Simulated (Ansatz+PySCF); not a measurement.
Results of a calculation; reference values are marked as such.
Input for Ansatz (development build ahead of 0.2.0):

```yaml
crystal:
  periodic: [false, false, false]
  atoms:
    - { symbol: O, position_ang: [0.0, 0.0, 0.0] }
    - { symbol: S, position_ang: [0.78689, 1.04918, 2.27155] }
basis:
  gaussian: { orbitals: STO-3G }
total_charge: 1
magnetization:
  initial_magnetization: 1
hamiltonian:
  xc: hf
correlation:
  method: fci
  frozen_orbitals: { O: 1, S: 5 }
```

The input is written out in the form of the current development build from the run's settings.

The run gave:

```yaml
Converged: yes
Total_energy: -466.73319 hartree
State: lowest doublet root, of any spatial symmetry
```
